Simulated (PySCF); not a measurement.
Induced dipoles and field energies

Species: C3H4F2O.
Structure used (PBE0-D3(BJ)/def2-SVP), in Å, numbered top down from 1:
```xyz
10
C3H4F2O angstrom
O      2.079   -0.048   -1.347
C      1.288   -0.389   -0.512
C      0.252    0.531    0.084
C     -1.118   -0.091    0.209
F     -1.948    0.756    0.852
F     -1.036   -1.229    0.940
H      1.287   -1.430   -0.100
H      0.205    1.457   -0.506
H      0.575    0.787    1.109
H     -1.574   -0.347   -0.764
```

Level: CAM-B3LYP/def2-SVPD (PySCF); nuclei fixed, core orbitals frozen in the response. Permanent dipole (-0.770, 0.066, 0.281) D (1 au = 2.5417 D). Static polarisability (au):

```
x   45.04 -0.85 -6.71
y   -0.85 40.61 -1.26
z   -6.71 -1.26 40.56
```

Only the terms in μ and α are kept: μ(F) = μ + αF and ΔE = −μ·F − ½ F·αF.

Task: A field of 0.003 au (0.154 V/Å) is applied along each axis in both senses. Find the induced dipole, the size of the total dipole and the two energy terms.

Result: 
```json
{"field along": "+x", "induced x (D)": "0.343", "induced y (D)": "-0.006", "induced z (D)": "-0.051", "total size (D)": "0.488", "−μ·F (kJ/mol)": "+2.386", "−½F·αF (kJ/mol)": "-0.532"}
{"field along": "−x", "induced x (D)": "-0.343", "induced y (D)": "0.006", "induced z (D)": "0.051", "total size (D)": "1.164", "−μ·F (kJ/mol)": "-2.386", "−½F·αF (kJ/mol)": "-0.532"}
{"field along": "+y", "induced x (D)": "-0.006", "induced y (D)": "0.310", "induced z (D)": "-0.010", "total size (D)": "0.904", "−μ·F (kJ/mol)": "-0.205", "−½F·αF (kJ/mol)": "-0.480"}
{"field along": "−y", "induced x (D)": "0.006", "induced y (D)": "-0.310", "induced z (D)": "0.010", "total size (D)": "0.853", "−μ·F (kJ/mol)": "+0.205", "−½F·αF (kJ/mol)": "-0.480"}
{"field along": "+z", "induced x (D)": "-0.051", "induced y (D)": "-0.010", "induced z (D)": "0.309", "total size (D)": "1.013", "−μ·F (kJ/mol)": "-0.871", "−½F·αF (kJ/mol)": "-0.479"}
{"field along": "−z", "induced x (D)": "0.051", "induced y (D)": "0.010", "induced z (D)": "-0.309", "total size (D)": "0.723", "−μ·F (kJ/mol)": "+0.871", "−½F·αF (kJ/mol)": "-0.479"}
```

Task: For the field (-0.0021, 0.0006, -0.0027) au, what is the induced dipole, and what angle does it make with the field?

Result: αF = (-0.196, 0.075, -0.244) D, at 3.6° to the field. The polarisability along this direction, F·αF/F², is 36.41 au, against a mean of 42.07 au.

Task: At what field along the permanent dipole would the induced dipole along it equal the permanent one, in this linear picture?

Result: The polarisability along the dipole is 48.84 au, so F = 0.3235 au / 48.84 au = 0.0066 au = 0.34 V/Å; higher-order terms are ignored.

Task: What field makes μF equal to kT at 298 K?

Result: kT = 0.9437 × 10⁻³ Eh, so F = 0.00292 au = 15 MV/cm.

Task: Induction energy −ᾱe²/2R⁴ of a unit charge at 7 Å, the molecule taken as a point?

Result: R = 13.23 bohr, so the energy is −42.1/(2 × 13.23⁴) Eh = -1.8 kJ/mol. The charge–dipole term at its most favourable orientation, −μe/R², is -4.85 kJ/mol.

Isolated species at its PBE0-D3(BJ)/def2-SVP geometry (one conformer only).

The run behind these numbers computed excited states and ΔSCF ions as well. Time: 56 s wall. Hardware: an Arm Neoverse V1 with one thread, no GPU, on a shared host.
